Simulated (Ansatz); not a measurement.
Elements on the sites of an ideal diamond lattice, at a guessed lattice constant:

```xyz
16
Lattice="-4.5964 4.5964 0.0000 -4.5964 0.0000 4.5964 0.0000 4.5964 4.5964" Properties=species:S:1:pos:R:3 pbc="T T T"
C     0.0000    0.0000    0.0000
C    -2.2982    2.2982    0.0000
C    -4.5964    2.2982    2.2982
C    -8.0437    5.7455    5.7455
C    -5.7455    3.4473    5.7455
C    -5.7455    5.7455    3.4473
C    -3.4473    3.4473    3.4473
C    -5.7455    8.0437    5.7455
C    -3.4473    5.7455    5.7455
Si   -2.2982    0.0000    2.2982
Si    0.0000    2.2982    2.2982
Si   -2.2982    2.2982    4.5964
Si   -4.5964    4.5964    4.5964
Si   -5.7455    5.7455    8.0437
Pb   -2.2982    4.5964    2.2982
Pb   -8.0437    8.0437    8.0437
```

Cell and atoms were relaxed without symmetry on coarser meshes and computed once more. These are results of Ansatz, DFT PBE, scalar-relativistic, plane waves, PAW, not measurements.

Settings: cutoff 420 eV, Γ-centred mesh 7×6×5 on the computed 16-atom cell, Gaussian smearing of 0.10 eV; no spin polarisation.

The relaxation ran on 3×3×3 k points with a smearing of 0.1 eV, from sites shaken by 0.02 Å.

What does the relaxation give?

A volume of 14.10 Å³/atom and no gap on the mesh. It lies 0.67 eV/atom above the elements' standard states (static lattices, no corrections for gases). The atoms leave their sites by 1.02 Å (root mean square) and 1.81 Å at most, and the cell stretches by up to 28.2 % at fixed volume, so the lattice hasn't survived.

```
C Si Pb
1.0
    -4.14064    4.14006   -0.00021
    -4.97080   -0.83037    4.25805
     1.18626    5.32610    4.61394
C Si Pb
9 5 2
Direct
  0.96031 0.00145 0.10687
  0.42942 0.00146 0.10682
  0.54821 0.33201 0.06957
  0.87404 0.93225 0.31595
  0.37577 0.93229 0.31593
  0.86684 0.43066 0.33369
  0.39148 0.56255 0.15254
  0.83255 0.22330 0.03650
  0.40564 0.22332 0.03648
  0.03699 0.38148 0.04251
  0.97733 0.10248 0.44094
  0.02875 0.61551 0.36661
  0.48720 0.61555 0.36660
  0.34816 0.82390 0.97775
  0.40432 0.09427 0.59520
  0.02649 0.70639 0.73887
```

The final mesh leaves forces up to 0.18 eV/Å and stresses up to 0.1 GPa: the relaxation ran on a coarser mesh, so the cell's shape, its bonds and its energy belong partly to that mesh.

Spin-orbit coupling is left out, which matters for the bands of heavy elements.

Cost: 2 runs of about 16 core-minutes in all (earlier runs that led there not counted), on Arm Neoverse V2 (shared hosts).